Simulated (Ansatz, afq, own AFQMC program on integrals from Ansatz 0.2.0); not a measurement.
Al2, triplet in cc-pVDZ, levels against full CI

```yaml
atoms:
  - { symbol: Al, position_ang: [0.0000, 0.0000, 0.0000] }
  - { symbol: Al, position_ang: [0.0000, 0.0000, 8.2710] }
```

Basis cc-pVDZ. Noble-gas cores (and the filled d shells of Ga–Kr and In–Xe) are frozen. Integrals, coupled cluster, full CI and functionals: Ansatz 0.2.0; the random walks run on the same integrals in our own AFQMC program. The CISD trial takes its coefficients from CCSD amplitudes. Released means that phaseless walkers are propagated on without the constraint, phases kept. ± is one standard error of the sampling.

Determinant: UHF, the one that the program's search chose, which needn't be the lowest solution. The geometry is a point of a scan.

Full CI on the same integrals is exact in this basis and with this determinant's frozen core.

Cautions: lower spins were not checked; the released energies have errors that jump between times, so the bars are unsure, so no released level is given (meV from the phaseless value at times in 1/Eh: -42 ± 39 at 0.24, -5.1 ± 1.4 at 0.51, -7.7 ± 1.7 at 0.99, -8.7 ± 0.7 at 1.62, -11.0 ± 1.0 at 2.40).

```
T1 diagnostic                               : 0.0144
weight of the determinant in the CISD state : 0.875
⟨S²⟩ of the determinant                     : 2.029
size of the correlated space                : 6 electrons in 26 orbitals
```

| level | correlation energy (eV) |
| --- | --- |
| MP2 | -1.6641 |
| CCSD | -2.5621 |
| CCSD(T) | -2.5993 |

(1) Estimate where phaseless AFQMC with a CISD trial lies against CCSD(T) on the same integrals.

(1) 0.23 ± 0.07 mEh below CCSD(T).

Reference: full CI, correlation energy -2.620 eV.

| level | E − E(reference) (mEh) | share of correlation (%) |
| --- | --- | --- |
| CCSD(T) | 0.77 | 99.20 |
| CCSDT | 0.05 | 99.95 |
| CCSDT(Q) | 0.04 | 99.95 |
| CCSDTQ | 0.03 | 99.97 |
| ph-AFQMC/CISD | 0.54 ± 0.07 | 99.44 |

CCSDT and higher add their correlation energy to the determinant of the CCSD(T) run, since their own runs factorise the integrals more tightly (a shift of under 2 meV).
